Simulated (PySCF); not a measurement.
**B: electron affinity**

B⁻ [He] 2s2 2p2 (3P) → B [He] 2s2 2p1 (2P), as a difference of total energies. Calculation: PySCF 2.14, in aug-cc-pwCVDZ (5s4p2d, 27 functions); no relativity, point nucleus. Correlated levels: valence and next inner shell: nothing frozen. The calculations carry no spin-orbit coupling.

```json
{"method": "UHF", "electron affinity (eV)": "-0.298", "error (eV)": "-0.578"}
{"method": "MP2 (valence and next inner shell)", "electron affinity (eV)": "0.147", "error (eV)": "-0.133"}
{"method": "SCS-MP2 (valence and next inner shell)", "electron affinity (eV)": "0.008", "error (eV)": "-0.272"}
{"method": "CCSD (valence and next inner shell)", "electron affinity (eV)": "0.129", "error (eV)": "-0.151"}
{"method": "CCSD(T) (valence and next inner shell)", "electron affinity (eV)": "0.175", "error (eV)": "-0.105"}
{"method": "CCSDT (valence and next inner shell)", "electron affinity (eV)": "0.190", "error (eV)": "-0.090"}
```

Reference: 0.280 eV (measured; photodetachment measurements, as compiled on the Wikipedia data page of electron affinities).

Errors of the correlated levels include the incompleteness of this basis.

A negative affinity means that the anion lies above the atom at that level of theory.
